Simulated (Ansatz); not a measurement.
SiO2, relaxed as a triplet with UKS PBE0-D4/def2-TZVP in Ansatz, starting from the PBE0-D4/def2-TZVP geometry of the neutral singlet. Force threshold 0.02 eV/Å.

At PBE0-D4/def2-TZVP a singlet of charge 0 lies 2.19 eV below the triplet, each at its own geometry. The structure comes from a short search, and lower isomers may exist.

Start:

Cartesian coordinates in Å:
```
Si 0.000 0.000 0.000
O -0.468 0.710 -1.242
O 0.468 -0.710 1.242
```

```csv
step,energy (eV),largest force component (eV/Å),SCF passes
1,-11962.0976,3.707,170
2,-11962.3215,1.935,122
3,-11962.4223,0.304,121
4,-11962.4254,0.008,122
5,-11962.4254,0.008,97
6,-11962.4254,0.017,106
7,-11962.4254,0.032,105
8,-11962.4255,0.067,57
9,-11962.4261,0.152,64
10,-11962.4313,0.449,65
11,-11962.4773,1.298,58
12,-11962.9241,1.966,61
13,-11963.3051,2.218,64
14,-11963.7518,0.331,61
15,-11963.7660,0.125,65
16,-11963.7687,0.011,62
```

Force components are those of the run's own axes.

End:

```xyz
3

Si    0.436    0.394    0.061
O    -0.624    0.419   -1.108
O     0.188   -0.813    1.047
```

By distances, no bond broke or formed. The bond that changes most is Si1–O3, from 1.51 to 1.58 Å (atoms count from 1).

The force fell under the threshold at step 4, but the optimiser went on and released 1.343 eV more. No frequencies were taken in this run, so the end may be a saddle point.

It took 33 s on 4 threads of AMD EPYC 7B13 on a shared host.
